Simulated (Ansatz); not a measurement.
The input, for Ansatz 0.2.0:

```yaml
crystal:
  periodic: [false, false, false]
  atoms:
    - {symbol: C, position_ang: [-0.019461, 0.027547, 2.569223]}
    - {symbol: Al, position_ang: [-0.020295, -0.036439, 0.661689]}
    - {symbol: P, position_ang: [0.027669, -0.022472, -1.531234]}
    - {symbol: H, position_ang: [-0.075107, 1.337759, -1.273365]}
basis:
  gaussian: {orbitals: cc-pVDZ}
magnetization: {spin_polarized: true, initial_magnetization: 3}
correlation: {method: mp2, electrons: outside_noble_gas}
accuracy: high
output: {forces: true}
```

```sh
$ ansatz run in.yaml --threads 1 --pin off --events-out ev --progress --plain --max-ram 2393MiB
```

Task: Roughly how long does this take on 1 thread of Arm Neoverse V1, shared host, and how much host memory?

Result: 5.5 s wall and 0.16 GiB.

```
1156 factors; integrals over basis functions are off by at most 3.3e-9 eV
mean field evaluation 1: about -16894.8043 eV, gradient 9.8e0 eV
mean field evaluation 2: about -16894.8102 eV, gradient 9.8e0 eV
mean field evaluation 4: about -16896.5953 eV, gradient 2.8e0 eV
mean field evaluation 8: about -16896.9131 eV, gradient 1.9e-1 eV
mean field evaluation 16: about -16896.9158 eV, gradient 2.8e-8 eV
mean field evaluation 32: about -16896.6794 eV, gradient 1.3e0 eV
mean field evaluation 64: about -16896.8969 eV, gradient 4.2e-1 eV
mean field -16896.91583612 eV, -620.9502038366 hartree, gradient 2.8e-8 eV, S^2 3.826083; 8 other end points of the search recorded, 0 dependent functions left out
11 core orbitals not correlated: weight in the atoms' cores, before any rotation towards them, 1.000 or more for the frozen orbitals, at most 0.000 for the correlated occupied ones
reference -16896.91583612 eV, -620.9502038366 hartree; 8, 5 occupied and 36, 39 virtual orbitals, 1156 factors
second order -6.14289529 eV of doubles, -0.00000000 eV of singles
the calculation of the forces begins
Total energy: -16903.05873141 eV, -621.1759510746 hartree
Atom 0 at    -0.019461     0.027547     2.569223 Å, force    -0.072693    -0.024682     0.469695 eV/Å
Atom 1 at    -0.020295    -0.036439     0.661689 Å, force     0.148621     0.065539    -1.063261 eV/Å
Atom 2 at     0.027669    -0.022472    -1.531234 Å, force     0.024636    -1.408114     0.331300 eV/Å
Atom 3 at    -0.075107     1.337759    -1.273365 Å, force    -0.100564     1.367257     0.262266 eV/Å
Dipole moment:    -0.049255     0.045492     0.585409 e Å
```

Forces (eV/Å):
```
C   -0.073 -0.025  0.470
Al   0.149  0.066 -1.063
P    0.025 -1.408  0.331
H   -0.101  1.367  0.262
```
